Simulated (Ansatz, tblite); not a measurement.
Spin states of Si3, each relaxed with PBE-D4/def2-TZVP in Ansatz. Electronic energies in the gas phase.

The xTB rows come from tblite. HSE06 is defined as in plane-wave codes, on full-range PBE exchange. Correlated methods freeze 15 core orbitals. In CCSD on the charge 0 quintet the largest single amplitude is 0.19, so its Hartree–Fock determinant may place the open shell otherwise than the density functionals do. The structure comes from a short search, and lower isomers may exist.

Singlet geometry (C2v within 0.1 Å):

Cartesian coordinates in Å:
```
Si 0.7976 0.6311 -0.4256
Si -1.1454 0.8598 0.5566
Si 0.3478 -1.4909 -0.1310
```

Triplet geometry (D3h within 0.1 Å):

```xyz
3

Si    0.802    0.306   -1.008
Si    0.197    0.541    1.191
Si   -0.999   -0.848   -0.183
```

Quintet geometry (C2v within 0.1 Å):

```xyz
3

Si    0.772   -0.919   -0.431
Si    0.601    1.220    0.363
Si   -1.373   -0.301    0.069
```

⟨S²⟩: triplet 2.01 at PBE0-D4/def2-TZVP (pure 2.00), quintet 6.08 at PBE0-D4/def2-TZVP (pure 6.00).

Run but left out: HF/STO-3G (singlet: restricted singlet, unstable in another Hartree–Fock run and untested here); HF/def2-TZVP, HF/def2-TZVPP, HF/def2-QZVPP, B2PLYP/def2-TZVP, PBE-QIDH/def2-TZVP (singlet: restricted singlet, unstable towards broken spin symmetry); MP2/def2-TZVP, MP2/def2-TZVPP, MP2/def2-QZVPP (quintet: ⟨S²⟩ 6.44 to 6.45, where a pure state has 6.00).

Only these spin states were relaxed. The triplet has other bonds than the singlet, so the gap mixes isomer and spin. The quintet has other bonds than the singlet, so the gap mixes isomer and spin.

| level | triplet − singlet (kcal/mol) | quintet − singlet (kcal/mol) | lowest of these | remarks |
| --- | --- | --- | --- | --- |
| GFN1-xTB | 8.5 | 45.5 | singlet | – |
| GFN2-xTB | 16.2 | 49.2 | singlet | – |
| revPBE-D4/def2-TZVP | -2.5 | 46.0 | triplet | – |
| CCSD/def2-TZVPP | -1.8 | 46.7 | triplet | large T1 (0.031) (singlet), large T1 (0.059) (quintet), restricted SCF unstable (singlet), spin-contaminated (⟨S²⟩ 6.44) (quintet) |

Estimate the rows for r2SCANh-D4/def2-TZVP, HSE06-D4/def2-TZVP, BHLYP-D4/def2-TZVP, RPA@PBE/def2-TZVP.


```json
{"level": "r2SCANh-D4/def2-TZVP", "triplet − singlet (kcal/mol)": "-6.5", "quintet − singlet (kcal/mol)": "40.1", "lowest of these": "triplet"}
{"level": "HSE06-D4/def2-TZVP", "triplet − singlet (kcal/mol)": "-4.7", "quintet − singlet (kcal/mol)": "43.4", "lowest of these": "triplet"}
{"level": "BHLYP-D4/def2-TZVP", "triplet − singlet (kcal/mol)": "-3.6", "quintet − singlet (kcal/mol)": "46.6", "lowest of these": "triplet"}
{"level": "RPA@PBE/def2-TZVP", "triplet − singlet (kcal/mol)": "1.1", "quintet − singlet (kcal/mol)": "52.3", "lowest of these": "singlet"}
```

The xTB methods have no spin-polarisation term.
